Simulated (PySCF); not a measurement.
Level of theory: PySCF 2.14.0 with ωB97X-D3(BJ)/def2-TZVP // PBE0-D3(BJ)/def2-TZVP. All species are isolated molecules in the gas phase. One relaxed conformer stands for a flexible species; it need not be the lowest. Delta-SCF ions had no search for a lower state. 

Reference species (SMILES): `[SiH4]` (neutral, multiplicity 1).

```json
{
 "HOMO–LUMO gap": "15.46 eV",
 "vertical ionisation energy (Delta-SCF)": "12.76 eV"
}
```

Changed species: `S[Si](S)(S)S` (0 of 4 SH replaced by H; the reference has 4 of 4 SH replaced by H).

Q: Predict the effect on the HOMO–LUMO gap and vertical ionisation energy (Delta-SCF).

A: the HOMO–LUMO gap drops by 3.78 eV, to 11.68 eV; the vertical ionisation energy (Delta-SCF) falls by 2.79 eV, to 9.97 eV.
